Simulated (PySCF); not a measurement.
Li2: energy against distance

Set-up: PySCF, no relativity, basis sets Li def2-SVPD. Energies in eV from Li + Li in their ground configurations at the same level. State: ¹Σg⁺ (singlet), closed shell.

Curves on a restricted Hartree–Fock reference rise too fast on stretching and do not dissociate correctly.

```tsv
R (Å)	BLYP	RHF-SCS-MP2
2.395	-0.7935	-0.5090
2.506	-0.8568	-0.5889
2.618	-0.8925	-0.6397
2.701	-0.9045	-0.6619
2.785	-0.9059	-0.6724
2.869	-0.8985	-0.6730
2.980	-0.8774	-0.6606
3.119	-0.8372	-0.6283
3.286	-0.7745	-0.5708
3.509	-0.6764	-0.4732
```

Problem. Put a parabola through the three lowest points of the BLYP curve and estimate Re, k and ωe (reduced mass 3.508 u; 1 eV/Å² = 0.16022 mdyn/Å; ωe = 1302.8·√(k/μ) cm⁻¹).

Solution. Through R = 2.701, 2.785, 2.869 Å the second-order coefficient is 0.624 eV/Å², so Re ≈ 2.756 Å, k ≈ 0.200 mdyn/Å and ωe ≈ 311 cm⁻¹. A polynomial fit of higher order to the unrounded BLYP energies gives Re = 2.755 Å, k = 0.215 mdyn/Å, ωe = 323 cm⁻¹; anharmonicity and rounding make the difference.

The higher-order fit for each curve: BLYP: Re = 2.755 Å, ωe = 323 cm⁻¹, De = 0.91 eV; RHF-SCS-MP2: Re = 2.831 Å, ωe = 319 cm⁻¹, De = 0.67 eV.

Correlated steps freeze no core orbitals. Closed-shell solutions of metal pairs were not tested for spin polarisation, which can lower them a little. Correlated levels converge slowly with the basis: in double zeta they bind strong bonds too weakly, by up to about 1 eV, and carry superposition errors of some tenths. Where the molecule has an RHF reference, its open-shell atoms are computed with UHF.
